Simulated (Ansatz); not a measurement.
Basis sets compared for PPPP tetrahedron (P₄). Charge 0, multiplicity 1. Geometry PBE0-D4/def2-TZVP. Ansatz on 4 threads of Arm Neoverse V1 on a shared host; times are rough, and most runs start from earlier orbitals.

Cartesian coordinates in Å:
```
P 0.128 0.616 1.181
P 0.929 0.459 -0.846
P -1.217 0.243 -0.499
P 0.160 -1.318 0.165
```

B3LYP takes the VWN-RPA correlation.

Binding counts from free atoms (P quartet) in the same basis, without a counterpoise term.

```tsv
level	functions	energy (Eh)	HOMO (eV)	LUMO (eV)	binding per atom (eV)	wall time
HF/STO-3G	36	-1347.6496	-6.13	7.96	1.19	0.1 s
HF/6-31G	52	-1362.6647	-10.40	1.99	-0.62	0.2 s
PBE-D4/def2-SVP	72	-1364.4292	-6.74	-1.49	3.25	0.5 s
B3LYP-D4/6-31G	52	-1365.2719	-7.96	-1.13	1.70	0.45 s
PBE0-D4/def2-SVP	72	-1364.5333	-7.81	-0.70	3.04	0.5 s
```

(1) Estimate the rows for PBE-D4/def2-TZVP, B3LYP-D4/def2-TZVP, PBE0-D4/def2-TZVP.

Results:

(1) 
```tsv
level	functions	energy (Eh)	HOMO (eV)	LUMO (eV)	binding per atom (eV)	wall time
PBE-D4/def2-TZVP	148	-1364.9146	-6.62	-1.54	3.42	0.9 s
B3LYP-D4/def2-TZVP	148	-1365.5836	-7.34	-0.86	3.14	1.3 s
PBE0-D4/def2-TZVP	148	-1365.0165	-7.62	-0.71	3.24	1.2 s
```
